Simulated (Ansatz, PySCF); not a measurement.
This Ansatz (a quantum-chemistry and plane-wave program) input computes a B3LYP/def2-TZVPD energy:

Ansatz 0.2 input:
```yaml
crystal:
  periodic: [false, false, false]
  atoms:
    - {symbol: N, position_ang: [-0.00000000, -0.00000000, -1.19434265]}
    - {symbol: N, position_ang: [-0.00000000, -0.00000000, -0.07337328]}
    - {symbol: O, position_ang: [0.00000000, 0.00000000, 1.10925144]}
basis:
  gaussian:
    orbitals: def2-TZVPD
hamiltonian:
  xc: {name: B3LYP}
output: {forces: true}
```

Problem. Write an input for the same energy in PySCF and say what it gives.

Solution. 
```python
from pyscf import gto, scf, dft

mol = gto.M(
    atom='''
    N    -0.00000000   -0.00000000   -1.19434265
    N    -0.00000000   -0.00000000   -0.07337328
    O     0.00000000    0.00000000    1.10925144
    ''',
    basis='def2-tzvpd',
    charge=0,
    spin=0,
    verbose=4,
)

mf = dft.RKS(mol, xc='b3lyp').density_fit(auxbasis='def2-universal-jkfit')
mf.grids.level = 3
mf.conv_tol = 1e-9
mf.max_cycle = 100
mf.max_memory = 1500
mf.kernel()
if not mf.converged:
    mf = mf.newton()
    mf.kernel(mf.make_rdm1())
mf.analyze()
```
It gives -184.74455 Eh, and Ansatz -184.74454 Eh, a difference of 0.01 mEh.
